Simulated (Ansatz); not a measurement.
We consider zinc-blende HgSe, described by LDA in Ansatz (PAW).

Numerical settings: plane-wave cutoff 520 eV, 20×20×20 k mesh, Fermi–Dirac smearing 0.05 eV, scalar-relativistic PAW data made under PBE.

Computed at the level's own relaxed cell.

```
HgSe
1.0
    0.00000     3.03158     3.03158
    3.03158     0.00000     3.03158
    3.03158     3.03158     0.00000
Hg Se
1 1
Direct
  0.00000   0.00000   0.00000
  0.75000   0.75000   0.75000
```

Q: Give the elastic tensor (Voigt notation, GPa, ions relaxed, in the Cartesian axes of the cell as printed).

A: 
```
   68.3    52.7    52.7     0.0     0.0     0.0
   52.7    68.3    52.7     0.0     0.0     0.0
   52.7    52.7    68.3     0.0     0.0     0.0
    0.0     0.0     0.0    23.4     0.0     0.0
    0.0     0.0     0.0     0.0    23.4     0.0
    0.0     0.0     0.0     0.0     0.0    23.4
```

Measured, for comparison: elastic constant C11 69 GPa, elastic constant C12 51.0 GPa, elastic constant C44 23.1 GPa (0 K, extrapolated to 0 K; as tabulated in Elastic constants of mercury selenide). Computed less measured: elastic constant C11 -1.0 %, elastic constant C12 +3.3 %, elastic constant C44 +1.3 %.

Note: the solid has no gap at this level, which affects its response.

Spin–orbit coupling is not included; it can shift volumes and moduli of such heavy elements.

Computed values are for the static lattice.

Ansatz is an electronic-structure program.
